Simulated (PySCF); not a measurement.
Compound: quinoxaline, C8H6N2.
Bonds: C1–C2 (aromatic), C2–C3 (aromatic), C3–C4 (aromatic), C4–N5 (aromatic), N5–C6 (aromatic), C6–C7 (aromatic), C7–N8 (aromatic), N8–C9 (aromatic), C9–C10 (aromatic), C1–C10 (aromatic), C4–C9 (aromatic). Hydrogens: H11 on C1; H12 on C2; H13 on C3; H14 on C6; H15 on C7; H16 on C10.

Computed with PySCF, PBE0-D3(BJ)/def2-SVP geometry optimisation, gas phase.

(1) Give the optimised bond lengths and angles.

## Answers

(1) 
```
           bond  length (pm)
          C1–C2        141.7
  C3–C4, C9–C10        141.7
   C4–N5, N8–C9        135.6
   N5–C6, C7–N8        130.8
          C6–C7        142.1
  C1–C10, C2–C3        137.5
          C4–C9        142.9
 C1–H11, C2–H12        109.3
C3–H13, C10–H16        109.2
 C6–H14, C7–H15        109.7
```

Bonds in one row agree within 1 pm and their mean is given. A selection of angles:
```
     angle  degrees
 C2–C1–C10    120.7
 C2–C1–H11    119.4
C10–C1–H11    119.9
  C2–C3–C4    120.0
 C2–C3–H13    122.3
 C4–C3–H13    117.7
  C3–C4–N5    119.7
  C3–C4–C9    119.4
  N5–C4–C9    120.9
  C4–N5–C6    116.8
  N5–C6–C7    122.3
 N5–C6–H14    117.8
 C7–C6–H14    119.9
```

N5 (pyridine-type nitrogen) is bent (angle 116.8°). The C–C distances run from 1.375 Å (C2–C3, aromatic) to 1.429 Å (C4–C9, aromatic), a spread of 0.054 Å. The 6-membered ring C1–C2–C3–C4–C9–C10 has internal angles of 119.4° to 120.7° (sum 720°, against 720° for a flat polygon); it is planar, 0.00 Å rms from its mean plane, widest ring torsion 0°. The 10 heavy atoms lie in one plane (0.001 Å rms). The C–N distances run from 1.308 Å (C7–N8, aromatic) to 1.356 Å (N8–C9, aromatic), a spread of 0.048 Å. The 6-membered ring C4–N5–C6–C7–N8–C9 has internal angles of 116.8° to 122.3°; it is planar, 0.00 Å rms from its mean plane, widest ring torsion 0°.

Point group: C2v (tolerance 0.08 Å). Whether it is a minimum is left open (no frequencies).

Time: 41 s of wall time. Hardware: an Arm Neoverse V1 with one thread, no GPU, shared host. That covers the optimisation of the geometry.
